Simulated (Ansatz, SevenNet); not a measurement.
Elastic constant C66 (GPa) of solids drawn from the class of tetrahedrally bonded semiconductors and semimetals, at two levels: the machine-learned potential SevenNet-l3i5 (trained on PBE and PBE+U data), and PBE (Ansatz, a first-principles code, plane waves, PAW).

```tsv
solid	SevenNet-l3i5	PBE	shift (%)
2H-SiC	120	196	+63
wurtzite AlN	113	123	+8.8
wurtzite ZnO	37.7	40.6	+7.7
wurtzite GaN	92.4	105	+13.6
wurtzite BN (high-pressure phase)	275	397	+44
wurtzite CdS	14.6	16.7	+14.4
```

The shifts run from +7.7 % to +63 %, with a median of +14.0 %.

Over all 6 rows PBE is the larger in 6.

Ansatz's runs of these crystals have no spin polarisation.

Each level is taken at its own relaxed cell. Ansatz's density-functional and Hartree–Fock values are scalar-relativistic unless marked +SOC, with PAW data made under PBE.
